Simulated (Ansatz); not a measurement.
Elastic constant C44 (GPa) of solids drawn from the class of oxides, at two levels: PBE (Ansatz, a program for electronic structure, PAW), and HSE06 (plane waves, PAW; Ansatz).

```json
[
 {"solid": "anatase TiO2 (metastable phase)", "PBE": "48.1", "HSE06": "52.7"},
 {"solid": "rock-salt CaO", "PBE": "75.7", "HSE06": "81.1"},
 {"solid": "rutile TiO2", "PBE": "115", "HSE06": "133"},
 {"solid": "rock-salt MgO", "PBE": "141", "HSE06": "156"},
 {"solid": "rock-salt SrO", "PBE": "54.4", "HSE06": "57.5"},
 {"solid": "rock-salt BaO", "PBE": "35.6", "HSE06": "37.3"},
 {"solid": "cubic perovskite KTaO3", "PBE": "98.3", "HSE06": "109"},
 {"solid": "cubic perovskite BaHfO3", "PBE": "89.7", "HSE06": "98.5"},
 {"solid": "cubic perovskite BaZrO3", "PBE": "83.5", "HSE06": "?"},
 {"solid": "stishovite (SiO2)", "PBE": "227", "HSE06": "257"}
]
```

**Question.** Estimate the withheld HSE06 value from the other rows.

**Answer.** One way: carry over the typical ratio. The ratios HSE06 / PBE of the other rows, in order: 1.048, 1.057, 1.071, 1.096, 1.098, 1.106, 1.109, 1.132, 1.157; median 1.098. Cubic perovskite BaZrO3: 83.5 × 1.098 = 91.7 GPa; the run gives 92.9 GPa. The ratios spread from 1.048 to 1.157, so such an estimate is rough.

Over all 10 rows HSE06 is the larger in 10.

Ansatz's runs of these crystals have no spin polarisation.

Spin–orbit coupling is left out, also for the solids with elements from indium on (rock-salt BaO, cubic perovskite KTaO3, cubic perovskite BaHfO3, cubic perovskite BaZrO3); its size isn't shown.

Each level is taken at its own relaxed cell. Ansatz's density-functional and Hartree–Fock values are scalar-relativistic unless marked +SOC, with PAW data made under PBE.
